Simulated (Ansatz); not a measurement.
One elementary step

Start structure (AlSiH5O, closed shell), relaxed at PBE0-D4/def2-TZVP:

```xyz
8
angstrom
Al -0.9381 -0.2775 -0.3279
Si 1.4172 0.3321 -0.0649
H -1.6281 -0.6644 -1.7072
O -1.8756 -0.2786 1.0882
H 1.7752 0.6705 1.3396
H 2.3000 -0.7866 -0.5066
H 1.7546 1.5069 -0.9205
H -2.8053 -0.5024 1.0993
```

The step: AlSiH₅O ([OH][AlH][SiH3]) → AlHO ([OH][Al]) + SiH₄; bonds formed: Si2–H3; bonds broken: Al1–Si2, Al1–H3. Program: Ansatz 0.2.0. Basis: def2-TZVPP and def2-QZVPP. Cores are frozen in the correlated methods. Extrapolation: Hartree–Fock as exp(−7.88 √X), correlation as X^−2.97. Energies below are by CCSD(T) at an estimated basis limit (MP2 extrapolated from triple and quadruple zeta, plus CCSD(T) − MP2 in triple zeta).

Question: What are the electronic barrier and the energy of the step, from the start structure to the end structure? (An estimate is asked for; the value comes from the calculation.)

Answer: By the calculation: Barrier 212.1 kJ/mol; step energy 59.0 kJ/mol (uphill); reverse barrier, their difference, 153.1 kJ/mol. Barrier and step energy count from the start structure, the reverse barrier from the end structure.

The saddle point: One imaginary mode of 434i cm⁻¹.
```
   pair  start (Å)  saddle (Å)  end (Å)
 Si2–H3       3.60        1.77     1.49
Al1–Si2       2.45        2.41     3.79
 Al1–H3       1.59        1.86     3.26
```

Zero-point energy (harmonic, PBE0-D4): ZPE is 117.3 kJ/mol at the start and 115.0 kJ/mol at the saddle, so the barrier goes from 212.1 to 209.9 kJ/mol.

No T1 diagnostic of these runs exceeds 0.016. The restricted Hartree–Fock reference is unstable towards an unrestricted one at one or more of these structures.

Losses and insertions of silylenes and their heavier kin drive the gas-phase chemistry of silicon and germanium vapour deposition.

Labels in which every atom is bracketed show which atoms are joined, not bond orders.

For scale, one of the runs: CCSD(T)/def2-TZVPP, 185 basis functions, launched by `ansatz run in.yaml --threads 2 --pin off --events-out ev --progress --plain --max-ram 4352MiB`. The run took 28 s on 2 CPU threads of an Arm Neoverse V2 (shared host), with 1.7 GiB of host memory at its peak.
